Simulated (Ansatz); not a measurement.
in.yaml

```yaml
crystal:
  periodic: [false, false, false]
  atoms:
    - {symbol: B, position_ang: [0.000000, 0.107705, 0.938667]}
    - {symbol: C, position_ang: [0.000000, -0.140300, -0.712815]}
    - {symbol: H, position_ang: [0.000000, 0.516606, -1.574032]}
basis:
  gaussian: {orbitals: 6-31G}
magnetization: {spin_polarized: true, initial_magnetization: 0}
correlation: {method: ccsdtq, electrons: outside_noble_gas}
```

```sh
$ ansatz run in.yaml --threads 1 --pin off --events-out ev --progress --plain --max-ram 2393MiB
```

**Question.** Roughly how long does this take on 1 thread of Arm Neoverse V1, shared host, and how much host memory?

**Answer.** 49 s wall and 0.21 GiB.

```
458 factors; integrals over basis functions are off by at most 9.6e-8 eV
mean field evaluation 1: about -1707.0048 eV, gradient 1.4e1 eV
mean field evaluation 2: about -1707.0056 eV, gradient 1.4e1 eV
mean field evaluation 4: about -1709.0850 eV, gradient 2.3e0 eV
mean field evaluation 8: about -1709.3886 eV, gradient 4.1e-2 eV
mean field evaluation 16: about -1709.5657 eV, gradient 1.2e0 eV
mean field evaluation 32: about -1711.4898 eV, gradient 1.2e0 eV
mean field evaluation 64: about -1709.3883 eV, gradient 5.4e-6 eV
mean field evaluation 96: about -1710.0825 eV, gradient 6.9e-1 eV
mean field evaluation 128: about -1711.5312 eV, gradient 1.8e-1 eV
mean field evaluation 160: about -1711.2817 eV, gradient 2.3e-2 eV
...
mean field -1711.53297900 eV, -62.8976768594 hartree, gradient 2.9e-8 eV, S^2 1.681071; 24 other end points of the search recorded, 0 dependent functions left out
determinant -1711.53297900 eV, -62.8976768594 hartree, with singles and doubles -1714.52022049 eV, -63.0074559595 hartree
determinant -1711.48894422 eV, -62.8960586113 hartree, with singles and doubles -1714.56702509 eV, -63.0091759968 hartree
determinant -1711.33458584 eV, -62.8903860454 hartree, with singles and doubles -1714.78100357 eV, -63.0170395608 hartree
determinant -1711.28172704 eV, -62.8884435205 hartree, with singles and doubles -1714.80944798 eV, -63.0180848736 hartree
determinant -1710.66953254 eV, -62.8659457874 hartree, with singles and doubles -1714.75716586 eV, -63.0161635413 hartree
determinant -1710.32746036 eV, -62.8533748667 hartree, with singles and doubles -1713.70073862 eV, -62.9773405564 hartree
determinant -1709.87090982 eV, -62.8365969436 hartree, with singles and doubles -1713.53479075 eV, -62.9712420843 hartree
determinant -1709.86693163 eV, -62.8364507479 hartree, with singles and doubles -1713.53632225 eV, -62.9712983660 hartree
determinant -1709.59305687 eV, -62.8263860361 hartree, with singles and doubles -1713.53223182 eV, -62.9711480455 hartree
determinant -1709.38829517 eV, -62.8188611825 hartree, with singles and doubles -1714.28063270 eV, -62.9986512705 hartree
determinant -1708.46112671 eV, -62.7847883701 hartree, with singles and doubles -1711.62650770 eV, -62.9011139759 hartree
determinant -1708.41745215 eV, -62.7831833595 hartree, with singles and doubles -1711.63787467 eV, -62.9015317042 hartree
determinant -1711.53297900 eV, -62.8976768594 hartree, with singles and doubles -1714.58544860 eV, -63.0098530484 hartree
determinant -1711.48894422 eV, -62.8960586113 hartree, with singles and doubles -1714.72465393 eV, -63.0149687498 hartree
determinant -1711.33458584 eV, -62.8903860454 hartree, with singles and doubles -1714.84368460 eV, -63.0193430461 hartree
determinant -1711.28172704 eV, -62.8884435205 hartree, with singles and doubles -1714.88253732 eV, -63.0207708574 hartree
determinant -1710.66953254 eV, -62.8659457874 hartree, with singles and doubles -1714.81983207 eV, -63.0184664820 hartree
determinant -1709.38829517 eV, -62.8188611825 hartree, with singles and doubles -1714.32220826 eV, -63.0001791442 hartree
2 core orbitals not correlated: weight in the atoms' cores, before any rotation towards them, 1.000 or more for the frozen orbitals, at most 0.000 for the correlated occupied ones
reference -1711.28172704 eV, -62.8884435205 hartree; 4, 4 occupied and 14, 14 virtual orbitals, 458 factors
second order -2.29540917 eV of doubles, -0.00000000 eV of singles
...
cycle  43  -4.13923954 eV  change    6.4e-6 eV  update   1.9e-6
cycle  44  -4.13923387 eV  change    5.7e-6 eV  update   1.5e-6
cycle  45  -4.13922828 eV  change    5.6e-6 eV  update   1.2e-6
cycle  46  -4.13922626 eV  change    2.0e-6 eV  update   1.0e-6
cycle  47  -4.13922581 eV  change    4.5e-7 eV  update   9.4e-7
cycle  48  -4.13923099 eV  change   -5.2e-6 eV  update   7.9e-7
cycle  49  -4.13923185 eV  change   -8.7e-7 eV  update   4.1e-7
cycle  50  -4.13923307 eV  change   -1.2e-6 eV  update   3.8e-7
cycle  51  -4.13923452 eV  change   -1.5e-6 eV  update   3.2e-7
cycle  52  -4.13923421 eV  change    3.1e-7 eV  update   3.4e-7
WARN: in the space of 8 natural orbitals, full CI finds another state of this spin 0.223 eV below this run's state, or below the method's energy where it doesn't find this run's state
WARN: the results are in doubt because among natural orbitals full CI differs from the method by +0.788 eV
Total energy: -1715.42096125 eV, -63.0405575719 hartree
In doubt: among natural orbitals full CI differs from the method by +0.788 eV
```

The determinant lies 0.25 eV above the lowest one of its kind in the log. Its ⟨S²⟩ is 1.35 against 0.00 for a pure state. The T1 diagnostic is 0.092. The program found a lower state of this spin, so this energy isn't the lowest state's.
